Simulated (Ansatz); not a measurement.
Reaction (SMILES): N#P [azanylidynephosphane] + 3 [H][H] (H2) -> N (NH3) + P (PH3)

Quantity: energy of full hydrogenation (enthalpy at 298 K), in kcal/mol. Set-up: LANL2DZ with its own core potentials from Na on; valence correlation only; no spin-orbit coupling; non-relativistic; 6-31G* and kin with 6d, 5d where marked; 6-311+G** with 5d, 6d on Na to Ar in Ansatz (a quantum-chemistry and plane-wave program). Ab initio and DFT rows: single points at B3LYP-D3(BJ) geometries (Ansatz), with unscaled harmonic terms from B3LYP/6-31G* at its own minima. The Hartree-Fock reference of N#P is unstable towards a lower, spin-broken solution.

```tsv
level	program	energy of full hydrogenation (enthalpy at 298 K) (kcal/mol)
MP2/STO-3G	Ansatz	4.3
MP2/3-21G	Ansatz	-10.8
MP2/LANL2DZ	Ansatz	-24.6
MP2/6-31G*	Ansatz	-25.8
MP2/6-311+G**	Ansatz	-41.3
```

No value to compare with is used here. The 5 habitual levels span -41.3 (MP2/6-311+G**) to 4.3 kcal/mol (MP2/STO-3G).

The sets are all those run for this method; runs whose electronic state is in doubt are left out.
